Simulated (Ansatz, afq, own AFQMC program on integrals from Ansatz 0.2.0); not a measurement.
**Atomization energy of BH$_{2}$O, doublet**

| atom | x (Å) | y (Å) | z (Å) |
| --- | --- | --- | --- |
| B | 0.0000 | 0.0000 | 0.6689 |
| O | 0.0000 | 0.0000 | -0.6123 |
| H | 0.0000 | 1.0503 | 1.2721 |
| H | 0.0000 | -1.0503 | 1.2721 |

Connectivity, by distances: BH2–O.

Atoms in their ground-state spins without spin–orbit coupling (mostly on UHF) minus the molecule (UHF), without zero-point energy. The geometry is a stationary point, not shown to be a minimum.

Basis cc-pVDZ. Only valence electrons are correlated. AFQMC by an in-house program on the Cholesky factors that Ansatz 0.2.0 writes for its CCSD(T) run. ph-AFQMC/CISD is guided by a CISD state made of CCSD amplitudes; releasing the constraint for a short imaginary time cuts its bias at the price of noise, slowly where states lie close. Error bars are statistical, one sigma. The errors of all members are added in quadrature.

No full CI on the walks' own integrals is used here; CCSDT(Q) serves as the reference and is uncertain by about the last step of the cluster series. Each member takes its own surest rung, up to full CI.

The best estimate is CCSD(T) at the basis-set limit (CBS: def2-TZVPP and def2-QZVPP, with their diffuse functions for anions and beside diffuse sets, CCSD(T) itself extrapolated) plus the step from CCSD(T) to CCSDT(Q) in cc-pVDZ. Rows without CBS are in cc-pVDZ, the functionals in def2-TZVP; B2PLYP and the wave-function rows carry a basis error of their own. Core correlation and relativity beyond core potentials are missing, and ± holds the sampling alone.

Cautions: BH₂O (doublet): raised T1 diagnostic (T1 0.040, weight of the determinant 0.87, largest double 0.06).

| level | atomization energy (eV) |
| --- | --- |
| PBE0 | 14.250 |
| B3LYP | 14.413 |
| PBE | 14.746 |

Q: From these cheaper values, estimate the atomization energy at the level of the best estimate.

A: 14.086 eV (best estimate, highest rung CCSDT(Q)).

```
                  level  atomization energy (eV)  error against the best estimate (eV)
                     HF                   10.514                                -3.571
                    MP2                   13.050                                -1.035
                   CCSD                   12.936                                -1.149
                CCSD(T)                   13.075                                -1.010
          ph-AFQMC/CISD           13.106 ± 0.005                        -0.979 ± 0.005
         released AFQMC           13.100 ± 0.005                        -0.986 ± 0.005
                 HF/CBS                   10.808                                -3.278
                MP2/CBS                   14.048                                -0.038
            CCSD(T)/CBS                   14.052                                -0.033
                 r2SCAN                   14.557                                 0.471
                wB97M-V                   14.300                                 0.214
                 B2PLYP                   14.129                                 0.043
surest rungs in cc-pVDZ                   13.109                                -0.977
```

Correlation beyond CCSD(T) adds 0.033 eV. Going to the basis-set limit adds 0.977 eV at CCSD(T). The perturbative (T) step is worth +0.139 eV. The functionals spread over 0.617 eV; B2PLYP comes nearest and PBE is 0.660 eV too high.

Best estimates are given only where the step beyond CCSD(T) is under 0.3 eV and no member's determinant is very poor (T1 over 0.05, or 0.07 for open shells, ⟨S²⟩ too high by 0.3, two states mixed), so the hardest cases are missing from such tables.

The functionals ran in a triple-zeta set and keep a basis error of their own, a few kJ/mol for each bond in atomization energies and more for double hybrids, so close places among them and the extrapolated levels can swap.

Each member of a difference takes its own highest rung, so a best estimate needn't equal the limit plus the step of one row. A walk keeps the symmetry of its determinant, which the program's search chose and which needn't be the lowest solution, so a lower state of the same spin and another symmetry isn't excluded. Released energies are given only where the last usable release times agree within the noise; a slower fall can still hide under it.
